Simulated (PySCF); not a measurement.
One of the candidates below gave these computed data.

All candidates are C4H7N.

| technique | computed result |
| --- | --- |
| UV, strongest line | among the 10 lowest singlet transitions: S2 at 5.94 eV (209 nm, f = 0.556) [TDDFT CAM-B3LYP/def2-SVPD] |
| Dipole | 2.31 D [CAM-B3LYP/def2-SVPD] |
| Triplet | lowest triplet excitation (Tamm–Dancoff): 3.32 eV [TDA CAM-B3LYP/def2-SVPD] |
| Rotational structure | rotational constants A, B, C: 16.514, 2.890, 2.499 GHz [PBE0-D3(BJ)/def2-SVP] |
| 13C NMR | chemical shifts (computed TMS as zero) by class: 173.4 (1 C), 138.3 (1 C), 137.4 (1 C), 40.4 (1 C) ppm [GIAO B3LYP/pcSseg-2] |
| 1H NMR | chemical shifts (computed TMS as zero) by class: 8.04 (1 H), 6.97 (1 H), 5.90 (1 H), 5.74 (1 H), 3.38 (3 H) ppm [GIAO B3LYP/pcSseg-2] |

Gas-phase values; electronic properties from PySCF, density fitting. Levels stand in brackets. One conformer (not necessarily the lowest) at the PBE0-D3(BJ)/def2-SVP geometry, without solvent, vibrations or thermal averaging. NMR classes are plain means over equivalent atoms (diastereotopic ones count apart unless rotation or inversion swaps them), as if these changed places fast.

Question: Which candidate is it?
A. `C=C1C[C@@H]1N`
B. `C=C/C=N\C`
C. `N[C@@H]1C=CC1`

Answer: B. It is `C=C/C=N\C`. Numbering: `[CH2:1]=[CH:2]/[CH:3]=[N:4]\[CH3:5]`. Its formula, C4H7N, gives 2 degrees of unsaturation: 0 rings and 2 π bonds in the structure found. 4 carbons fall into 4 classes; from least to most shielded: imine carbon [C3] (173.4 ppm), alkene CH carbon [C2] (138.3 ppm), terminal =CH2 carbon [C1] (137.4 ppm), N-methyl carbon [C5] (40.4 ppm). Hydrogen classes from least to most shielded: 1 H on an imine carbon, C3 (8.04 ppm), 1 H on an alkene CH carbon, C2 (6.97 ppm), 1 H on a terminal =CH2 carbon, C1 (5.90 ppm), 1 H on a terminal =CH2 carbon, C1 (5.74 ppm), 3 H on an N-methyl carbon, C5 (3.38 ppm, a mean of values up to 0.7 ppm apart in this geometry). The optimised geometry has point group Cs and is an asymmetric top.

The others, at the same levels:
- `N[C@@H]1C=CC1` fails: its computed lowest triplet excitation (Tamm–Dancoff) is 4.23 eV (against 3.32 eV), strongest line among the 10 lowest singlet transitions is S3 at 6.98 eV (178 nm, f = 0.142) (against S2 at 5.94 eV) and rotational constant A is 10.679 GHz (against 16.514 GHz).
- `C=C1C[C@@H]1N` fails: its computed lowest triplet excitation (Tamm–Dancoff) is 4.29 eV (against 3.32 eV), strongest line among the 10 lowest singlet transitions is S4 at 7.13 eV (174 nm, f = 0.296) (against S2 at 5.94 eV) and rotational constant A is 9.640 GHz (against 16.514 GHz).

Each candidate is one conformer, not necessarily the lowest. Dipoles, sizes and rotational constants follow the conformer. The torsions of the flexible species, by atom-mapped SMILES:
- `[CH2:1]=[CH:2]/[CH:3]=[N:4]\[CH3:5]`: C1–C2–C3–N4 180°
- `[NH2:1][C@@H:2]1[CH:3]=[CH:4][CH2:5]1`: H–N1–C2–C3 55°, H–N1–C2–C3 174°
- `[CH2:1]=[C:2]1[CH2:3][C@@H:4]1[NH2:5]`: H–N5–C4–C3 -148°, H–N5–C4–C3 93°
